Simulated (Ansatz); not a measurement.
We consider zinc-blende MgS (metastable phase), described by r²SCAN-D4 in Ansatz (PAW).

Settings: plane-wave cutoff 560 eV, 10×10×10 k mesh, Fermi–Dirac smearing 0.01 eV, scalar-relativistic PAW data made under PBE.

Cell (relaxed at this level):

Space group F-43m (No. 216); a = b = c = 5.644 Å, α = β = γ = 90.00°

```
atom  site  symmetry       x       y       z
----  ----  --------  ------  ------  ------
Mg      4a      -43m  0.0000  0.0000  0.0000
S       4d      -43m  0.7500  0.7500  0.7500
```
(The calculation used a cell of 2 atoms; values per cell refer to that cell.)

Question: Give the computed band gap and width of the whole s-p valence band.

Answer: 
- band gap: 4.19 eV (direct)
- width of the whole s-p valence band: 11.77 eV

Measured, for comparison: band gap 4.78 ± 0.1 eV (temperature not stated, extrapolated in composition from an alloy gap of 4.19 eV, direct; extrapolated from a Zn0.2Mg0.8S0.645Se0.355 epilayer; as tabulated in Lucero et al. (2012), arXiv:1111.4515). Computed (rounded) less measured: band gap -0.59 eV.

Static lattice: no zero-point or thermal effects.

Ansatz is a first-principles code.
